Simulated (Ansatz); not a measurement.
# AlH3SO (SMILES [OH][AlH][SH]): CCSDTQ/MINI (sfX2C)

Aim: the vertical ionisation energy of AlH3SO at CCSDTQ/MINI (sfX2C), from 2 runs. 

The results are computed with Ansatz 0.2.0.

4 further runs of the same task are left out: 2 that didn't finish, 2 set aside as unsound or not needed.

### 1 The system as given

AlH3SO: 6 atoms, total charge 0, spin state singlet. SMILES: `[OH][AlH][SH]`. Geometry: relaxed at PBE0-D4/def2-TZVP. This is one conformer, not always the lowest.

Bond lengths: O1–Al2 1.690 Å, Al2–S3 2.186 Å, O1–H4 0.955 Å, Al2–H5 1.569 Å, S3–H6 1.344 Å. Angles: O1–Al2–S3 122.3°, O1–Al2–H5 118.4°, S3–Al2–H5 119.3°, Al2–O1–H4 126.2°, Al2–S3–H6 94.2°.

### 2 A single-point energy at CCSDTQ/MINI (sfX2C)

Input file input.yaml:

```yaml
crystal:
  periodic: [false, false, false]
  atoms:
    - {symbol: O, position_ang: [-1.108900, -0.531100, -0.885000]}
    - {symbol: Al, position_ang: [0.267100, 0.390800, -0.551000]}
    - {symbol: S, position_ang: [1.228200, 0.385700, 1.412200]}
    - {symbol: H, position_ang: [-1.564400, -1.105800, -0.273700]}
    - {symbol: H, position_ang: [0.868700, 1.276400, -1.698100]}
    - {symbol: H, position_ang: [0.351400, -0.480000, 1.949300]}
basis:
  gaussian:
    orbitals: MINI.json
correlation:
  method: ccsdtq
hamiltonian:
  pseudopotentials: {relativity: scalar}
accuracy: high
```

The basis set MINI is read from a file made from the Basis Set Exchange's data (not shown).

Run with:

```
$ ansatz run input.yaml --threads 1 --pin off --max-ram 2610MiB --events-out events.jsonl --progress --plain --runs-dir runs
```

What it wrote, cut to the lines that bear on the results:

```text
Warning: RAYON_NUM_THREADS=1 ignored (pool sized by the plan → 1); use --threads N
Functional definition: HF
  name "HF"
[...]
489 factors; integrals over basis functions are off by at most 8.4e-9 eV
[...]
mean field -19417.01099918 eV, -713.5619928972 hartree, gradient 1.2e-8 eV, S^2 0.000000; 0 other end points of the search recorded, 0 dependent functions left out
11 core orbitals not correlated: weight in the atoms' cores, before any rotation towards them, 1.000 or more for the frozen orbitals, at most 0.000 for the correlated occupied ones
reference -19417.01099918 eV, -713.5619928972 hartree; 9, 9 occupied and 6, 6 virtual orbitals, 489 factors
second order -2.19311214 eV of doubles, -0.00000000 eV of singles
cycle   1  -2.40513794 eV  change   -2.1e-1 eV  update   1.1e-1
[...]
cycle  24  -2.82602219 eV  change   -1.0e-9 eV  update   2.2e-9
Total energy: -19419.83702138 eV, -713.6658472973 hartree
Relativity: scalar
```

Run time: 13 s. Hardware: 1 thread of Arm Neoverse V2, shared host; peak memory 0.18 GiB.

### 3 The doublet cation, same level

Edit input.yaml of step 2 so:

```diff
@@ -12,6 +12,10 @@
     orbitals: MINI.json
+total_charge: 1
+magnetization:
+  spin_polarized: true
+  initial_magnetization: 1
+hamiltonian:
+  pseudopotentials: {relativity: scalar}
 correlation:
   method: ccsdtq
-hamiltonian:
-  pseudopotentials: {relativity: scalar}
 accuracy: high
```

The basis set MINI is read from a file made from the Basis Set Exchange's data (not shown).

Run with:

```
$ ansatz run input.yaml --threads 1 --pin off --max-ram 2610MiB --events-out events.jsonl --progress --plain --runs-dir runs
```

What it wrote, cut to the lines that bear on the results:

```text
Warning: RAYON_NUM_THREADS=1 ignored (pool sized by the plan → 1); use --threads N
[... 2 set-up lines as earlier in the session ...]
[...]
488 factors; integrals over basis functions are off by at most 8.4e-9 eV
[...]
mean field -19406.73994742 eV, -713.1845387067 hartree, gradient 1.8e-8 eV, S^2 0.753614; 12 other end points of the search recorded, 0 dependent functions left out
determinant -19406.73994742 eV, -713.1845387067 hartree, with singles and doubles -19409.50546202 eV, -713.2861694938 hartree
determinant -19406.30260135 eV, -713.1684665352 hartree, with singles and doubles -19408.53729805 eV, -713.2505901243 hartree
determinant -19406.25800909 eV, -713.1668277999 hartree, with singles and doubles -19409.09853441 eV, -713.2712151801 hartree
determinant -19406.12440130 eV, -713.1619178041 hartree, with singles and doubles -19409.45608109 eV, -713.2843547781 hartree
determinant -19406.73994742 eV, -713.1845387067 hartree, with singles and doubles -19409.51939412 eV, -713.2866814890 hartree
determinant -19406.25800909 eV, -713.1668277999 hartree, with singles and doubles -19409.12345806 eV, -713.2721311072 hartree
determinant -19406.12440130 eV, -713.1619178041 hartree, with singles and doubles -19409.54508534 eV, -713.2876256240 hartree
11 core orbitals not correlated: weight in the atoms' cores, before any rotation towards them, 1.000 or more for the frozen orbitals, at most 0.000 for the correlated occupied ones
reference -19406.73994742 eV, -713.1845387067 hartree; 9, 8 occupied and 6, 7 virtual orbitals, 488 factors
second order -2.26198964 eV of doubles, -0.00000000 eV of singles
cycle   1  -2.40385077 eV  change   -1.4e-1 eV  update   1.4e-1
[...]
cycle  51  -2.98039370 eV  change  -9.1e-10 eV  update   2.0e-9
Total energy: -19409.72034112 eV, -713.2940661551 hartree
Relativity: scalar
```

Wall time 2.2 min (1 thread of Arm Neoverse V2, shared host); peak memory 0.61 GiB.

### 4 What came out

Level: CCSDTQ/MINI (sfX2C), 11 core orbitals frozen.

| quantity | value |
| --- | --- |
| singlet AlH3SO: total energy | -713.66585 Eh |
| singlet AlH3SO: correlation energy (11 core orbitals frozen) | -103.9 mEh |
| singlet AlH3SO: T1 diagnostic | 0.019 |
| doublet cation: total energy | -713.29407 Eh |
| doublet cation: correlation energy (11 core orbitals frozen) | -109.5 mEh |
| doublet cation: ⟨S²⟩ of the reference determinant | 0.754 |
| doublet cation: T1 diagnostic | 0.045 |
| vertical ionisation energy (to the doublet cation) | 10.117 eV |

In words: Removing an electron at fixed nuclei costs 10.12 eV (233 kcal/mol). In a minimal basis such a difference can be off by several eV, whatever the method.
